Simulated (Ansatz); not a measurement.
Reaction: BNH2Cl2 (SMILES NB(Cl)Cl) → BCl2 (SMILES Cl[B]Cl, doublet) + NH2 (SMILES [NH2], doublet) (the B-N bond breaks)
Each species at its own B3LYP-D3(BJ)/def2-TZVP minimum (Ansatz, an electronic-structure program), one conformer.

Total energies in hartree (Ansatz). Open shells are spin-unrestricted; no spin-orbit coupling. Correlated methods leave the cores frozen. No relativity.

```csv
species,HF/cc-pV(T+d)Z,CCSD(T)/cc-pV(T+d)Z,HF/cc-pV(Q+d)Z,CCSD(T)/cc-pV(Q+d)Z,CCSD(T)/cc-pV(D+d)Z,CCSDT(Q)/cc-pV(D+d)Z
1: BNH2Cl2 (SMILES NB(Cl)Cl),-999.51187,-1000.26952,-999.52467,-1000.34133,-1000.03923,-1000.04131
"2: BCl2 (SMILES [B](Cl)Cl, doublet)",-943.75184,-944.25620,-943.76043,-944.30832,-944.09371,-944.09555
"3: NH2 (SMILES [NH2], doublet)",-55.58579,-55.79359,-55.59045,-55.81078,-55.73272,-55.73328
```

### Question
Work out the bond dissociation energy (electronic) in kJ/mol: take Hartree-Fock from cc-pV(Q+d)Z, extrapolate the CCSD(T) correlation energy as X^-3 (X = 3, 4), and add CCSDT(Q) - CCSD(T) in cc-pV(D+d)Z. 1 hartree = 2625.5 kJ/mol.

### Answer

Species 1: correlation (64·(-0.81666) - 27·(-0.75765))/37 = -0.85972; step -0.00208; E1 = -999.52467 + (-0.85972) + (-0.00208) = -1000.38647
Species 2: correlation (64·(-0.54789) - 27·(-0.50436))/37 = -0.57966; step -0.00184; E2 = -943.76043 + (-0.57966) + (-0.00184) = -944.34193
Species 3: correlation (64·(-0.22033) - 27·(-0.20780))/37 = -0.22947; step -0.00056; E3 = -55.59045 + (-0.22947) + (-0.00056) = -55.82048
-1·E1 +1·E2 +1·E3 = 0.22406 hartree = 588.3 kJ/mol.
